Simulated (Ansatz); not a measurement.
Predict the output of the script below (Ansatz's Python interface).

`methods.py`:
```python
"""One geometry of CLi, method by method."""

import logging
import sys

import ansatz as az

logging.basicConfig(stream=sys.stdout, format="%(levelname)s:%(name)s:%(message)s")
logger = logging.getLogger("calc")
logger.setLevel(logging.INFO)

BASIS_SET = "cc-pVDZ"

geometry = (
    az.Crystal.molecule()
    .atom("Li", (0.0, 0.0, 0.0))
    .atom("C", (0.0, 0.0, 1.995))
)

job = (
    geometry.calculation()
    .basis(gaussian=BASIS_SET)
    .spin("collinear", total=1)
)

methods = ["mp2", "ccsd", "ccsd_t", "bccd_t"]
batch = az.Session.batch([job.correlation(m).input() for m in methods])
reports = sorted(batch.plan().execute().molecular_reports, key=lambda each: each["member"])
logger.info(f"Hartree-Fock reference {reports[0]['reference_energy_ev'] / 27.211386246:.6f} Ha")
best = reports[-1]["free_energy_ev"] - reports[-1]["reference_energy_ev"]
for method, each in zip(methods, reports):
    gained = each["free_energy_ev"] - each["reference_energy_ev"]
    logger.info(f"{method:8s} total {each['free_energy_ev'] / 27.211386246:.6f} Ha  correlation {gained:9.4f} eV  ({100 * gained / best:.1f} % of the last)")
```

```console
$ python methods.py
RunWarning: Member 1: the results are in doubt because among natural orbitals full CI differs from the method by +0.906 eV
RunWarning: Member 2: in the space of 8 natural orbitals, full CI finds another state of this spin 0.327 eV below this run's state, or below the method's energy where it doesn't find this run's state
INFO:calc:Hartree-Fock reference -45.147057 Ha
INFO:calc:mp2      total -45.215533 Ha  correlation   -1.8633 eV  (57.6 % of the last)
INFO:calc:ccsd     total -45.246899 Ha  correlation   -2.7168 eV  (83.9 % of the last)
INFO:calc:ccsd_t   total -45.259529 Ha  correlation   -3.2129 eV  (99.3 % of the last)
INFO:calc:bccd_t   total -45.260392 Ha  correlation   -3.2364 eV  (100.0 % of the last)
```
(Warnings from the package without file and line, repeats left out.)

Notes:
- Total energies depend on the basis set; only differences at equal settings carry meaning.
- The geometry is a force-field or estimated start, not a minimum of this method, and the basis set is short of its limit. A lower total doesn't mark the better method: functionals have no common bound, and MP2 and coupled cluster aren't variational.
- The species is open-shell (spin multiplicity 2).
- Inner cores stay frozen; the shell under the valence of alkali and alkaline-earth atoms is correlated with it.
- The spin state was assumed, and another may lie lower.

(Lines on the test bed's own set-up are left out of the output.)
